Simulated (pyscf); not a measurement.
PySCF, gas phase, ωB97X-D3(BJ)/def2-SVP geometries.

SMILES: [F][Ti]([F])([F])[SiH3]
```xyz
8

F     -0.7756    -0.2340     1.9256
Ti    -1.5181    -0.5945     0.4039
F     -1.4211    -2.2559    -0.0738
F     -3.0654     0.1423     0.1555
Si    -0.0194     0.5994    -1.2684
H     -0.0368     2.0680    -0.9975
H      1.3789     0.0905    -1.1409
H     -0.5124     0.3471    -2.6553
```

What is the homolytic dissociation enthalpy (298 K, ωB97M-D3(BJ)/def2-TZVP) of the Si–Ti bond of F–Ti(F)(F)–SiH₃, to [F–Ti(F)–F]• + SiH₃•?

Si–Ti to [F–Ti(F)–F]• + SiH₃•: 1.71 eV. The 7 functionals that were run give +1.44 (M06-2X) to +2.03 eV (PBE). The radicals are drawn with the spin at the cut bond; how far it spreads was not checked. Open-shell species with a d-block atom are single-reference here; other states, and whether the spin sits on metal or ligand, were not checked.
